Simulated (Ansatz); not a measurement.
What does this script print? It uses the Python package of Ansatz (0.2.0).

The script, `methods_ch3bo.py`:
```python
from pathlib import Path
import logging
import sys

import ansatz as az
import numpy as np

logging.basicConfig(stream=sys.stdout, format='[%(levelname)s] %(message)s')
logger = logging.getLogger('ansatz_job')
logger.setLevel(logging.INFO)


def main() -> None:
    geometry_ang = [
        ('B', (-0.6465, -0.38, -0.5733)),
        ('C', (0.5187, 0.2016, 0.2486)),
        ('O', (-0.5532, 1.0461, -0.039)),
        ('H', (-1.2616, -1.3144, -0.6534)),
        ('H', (1.4348, 0.4561, -0.3468)),
        ('H', (0.5499, -0.0734, 1.3176)),
    ]
    geometry = az.Crystal.molecule()
    for symbol, xyz in geometry_ang:
        geometry = geometry.atom(symbol, xyz)

    job = geometry.calculation().basis(gaussian='def2-SVP')

    logger.info('functional    E (Ha)        dipole (D)   HOMO (eV)  LUMO (eV)')
    for name in ['lda', 'hf', 'r2scan0', 'blyp']:
        report = job.functional(name).forces().orbitals().run(threads=1, runs_dir='runs').report
        lines = Path(report['orbitals_path']).read_text().splitlines()
        field_of = lambda key: [line.split('=')[1].strip() for line in lines if line.startswith(key)]
        orbitals = [(27.211386 * float(e), s, float(n)) for e, s, n in zip(field_of('Ene='), field_of('Spin='), field_of('Occup='))]
        homo = max(e for e, _, n in orbitals if n > 0.5)
        lumo = min(e for e, _, n in orbitals if n < 0.5)
        dipole = 4.803205 * np.linalg.norm(report['charge_distribution']['dipole_moment_e_ang'])
        logger.info(f'{name:10s} {report["free_energy_ev"] / 27.211386246:14.6f} {dipole:9.3f} {homo:11.3f} {lumo:10.3f}')


if __name__ == '__main__':
    main()
```

```console
$ python methods_ch3bo.py
[INFO] functional    E (Ha)        dipole (D)   HOMO (eV)  LUMO (eV)
[INFO] lda           -138.613480     1.517      -6.345     -2.938
[INFO] hf            -138.978256     2.421     -10.700      1.950
[INFO] r2scan0       -139.708188     1.921      -7.711     -1.453
[INFO] blyp          -139.765956     1.493      -6.053     -2.545
```

What to keep in mind:
- Total energies depend on the basis set; only differences at equal settings carry meaning.
- The geometry is a force-field or estimated start, not a minimum of this method, and the basis set is short of its limit. A lower total doesn't mark the better method: functionals have no common bound, and MP2 and coupled cluster aren't variational.
- Levels such as HOMO and LUMO are orbital energies: with these approximate functionals they aren't the ionisation energy and electron affinity, and their gap isn't the fundamental gap.
- Timing: 3.8 s on 1 thread of Arm Neoverse V2, on a shared host, peak memory 0.18 GiB.
